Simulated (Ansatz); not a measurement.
`C1CC1`. Charge 0, multiplicity 1. The geometry is a stationary point of PBE0-D4/def2-TZVP.

```xyz
9

C     0.194   -0.804   -0.250
C     0.529    0.426    0.535
C    -0.723    0.378   -0.285
H     0.782   -1.018   -1.134
H    -0.129   -1.683    0.294
H     1.343    1.047    0.185
H     0.433    0.383    1.613
H    -1.670    0.303    0.236
H    -0.759    0.968   -1.193
```

What is the dipole moment at ωB97M-V/def2-TZVPP? (Best estimate.)

Ansatz gave: 0.00 D, zero by symmetry or nearly so.

Give the Mulliken charges with ωB97M-V, PBE, r2SCAN in def2-TZVPP. (An estimate is asked.)

Ansatz gave: 
| atom | ωB97M-V | PBE | r2SCAN |
| --- | --- | --- | --- |
| C1 | -0.17 | -0.15 | -0.09 |
| C2 | -0.17 | -0.15 | -0.09 |
| C3 | -0.17 | -0.15 | -0.09 |
| H4 | 0.09 | 0.08 | 0.05 |
| H5 | 0.09 | 0.08 | 0.05 |
| H6 | 0.09 | 0.08 | 0.05 |
| H7 | 0.09 | 0.08 | 0.05 |
| H8 | 0.09 | 0.08 | 0.05 |
| H9 | 0.09 | 0.08 | 0.05 |
